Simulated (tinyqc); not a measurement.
Starting guesses with DIIS over 6 matrices: SCF starting guesses in the sto-6g basis, for H2O, spin multiplicity 1. Computed by the program tinyqc with PySCF. 

Geometry (angstrom):

| atom | x | y | z |
|---|---|---|---|
| O | 0.0000 | 0.0000 | 0.0000 |
| H | 0.0000 | 0.7610 | 0.6230 |
| H | 0.0000 | -0.8100 | 0.6640 |

lowest restricted solution found by these runs and by PySCF = -75.677192 hartree

RHF with one setting changed at a time; a run stops when the energy changes by less than 1e-09 hartree and the error matrix is below 1e-5. Starts: the lowest orbitals of the core Hamiltonian, of the Wolfsberg-Helmholz matrix (K = 1.75), projected atomic densities, random orbitals, and the highest orbitals of the core Hamiltonian (a deliberately bad start).

Largest element of the error matrix X^T (FDS - SDF) X:

| iteration | core | Wolfsberg-Helmholz | atomic densities | random | highest core orbitals |
|---|---|---|---|---|---|
| 1 | 6.4e-01 | 4.5e-01 | 1.2e+00 | 1.4e+01 | 4.1e-01 |
| 2 | 1.8e-01 | 1.2e-01 | 2.0e-01 | 6.0e-01 | 6.8e-01 |
| 3 | 3.5e-02 | 3.2e-02 | 2.5e-02 | 8.5e-02 | 6.6e-01 |
| 4 | 5.0e-03 | 5.3e-03 | 4.9e-03 | 3.0e-02 | 6.8e-01 |
| 5 | 1.6e-03 | 1.6e-03 | 1.2e-04 | 5.8e-03 | 6.8e-01 |
| 6 | 1.5e-04 | 2.7e-05 | 4.1e-05 | 2.0e-03 | 6.1e-01 |
| 8 | 6.3e-07 | 4.4e-07 | 8.4e-08 | 4.0e-05 | 1.5e-02 |
| 10 | - | - | - | 1.8e-06 | 8.9e-04 |

How each run ends:

| run | iterations | E (hartree) | state |
|---|---|---|---|
| core | 8 | -75.677192 | lowest found |
| Wolfsberg-Helmholz | 8 | -75.677192 | lowest found |
| atomic densities | 8 | -75.677192 | lowest found |
| random | 10 | -75.677192 | lowest found |
| highest core orbitals | 13 | -75.677192 | lowest found |

5 of 5 runs reach the lowest restricted solution found, in 8 to 13 iterations (fastest: core, Wolfsberg-Helmholz, atomic densities). The first errors are 6e-01, 5e-01, 1e+00, 1e+01, 4e-01; the deliberately bad start has the smallest one, so a small first error does not mark a good start.
